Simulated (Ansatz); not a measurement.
# SiHF₃: small, medium and large basis sets

One table from this session's results is given with a row withheld; the runs are named, their logs left out.

Program: Ansatz 0.2.0, Gaussian basis. Level of theory: one geometry, several basis sets. These are calculated values, not measurements.

Plan: PBE0-D4/def2-SVP; ωB97M-V/def2-SVP; PBE0-D4/def2-QZVPP; ωB97M-V/def2-QZVPP; the functionals' def2-TZVPP values are taken from earlier runs.

### Structure used throughout

The geometry comes from an earlier relaxation with PBE0-D4 in a triple-zeta def2 set; it is a stationary point.

SMILES `F[SiH](F)F`, 5 atoms, charge 0, spin multiplicity 1.

Atoms are counted from 1 here; the program's logs count them from 0.

Bond lengths: F1–Si2 1.573 Å, Si2–F3 1.573 Å, Si2–F4 1.573 Å, Si2–H5 1.461 Å. Angles: F1–Si2–F3 108.3°, F1–Si2–F4 108.3°, F1–Si2–H5 110.7°, F3–Si2–F4 108.3°, F3–Si2–H5 110.7°, F4–Si2–H5 110.7°.

Set-up of the first run:

File in.yaml:

```yaml
crystal:
  periodic: [false, false, false]
  atoms:
    - {symbol: F, position_ang: [-0.447083, -0.082184, 1.491262]}
    - {symbol: Si, position_ang: [0.040671, 0.001695, -0.001766]}
    - {symbol: F, position_ang: [-0.597060, 1.281427, -0.657249]}
    - {symbol: F, position_ang: [-0.495894, -1.263340, -0.767179]}
    - {symbol: H, position_ang: [1.499366, 0.062413, -0.065058]}
basis:
  gaussian: {orbitals: def2-SVP}
hamiltonian: {xc: pbe0, dispersion: d4}
output: {orbitals: {seedname: orbitals}}
```

Steps of the session up to this table: PBE0-D4 in def2-SVP; ωB97M-V in def2-SVP; PBE0-D4 in def2-QZVPP; ωB97M-V in def2-QZVPP.

One of the session's tables, all rows but one given; the rest of the session is left out.

```
functional       basis  HOMO (eV)  LUMO (eV)
   PBE0-D4    def2-SVP     -11.09       1.75
   PBE0-D4  def2-TZVPP          ?          ?
   PBE0-D4  def2-QZVPP     -11.25       0.66
   ωB97M-V    def2-SVP     -13.39       3.62
   ωB97M-V  def2-TZVPP     -13.56       2.71
   ωB97M-V  def2-QZVPP     -13.60       1.97
```

**Question.** Estimate the row for PBE0-D4, def2-TZVPP.

The run gave: HOMO (eV): -11.22; LUMO (eV): 1.03. In the column «HOMO (eV)» it lies between PBE0-D4, def2-QZVPP (-11.25) and PBE0-D4, def2-SVP (-11.09).
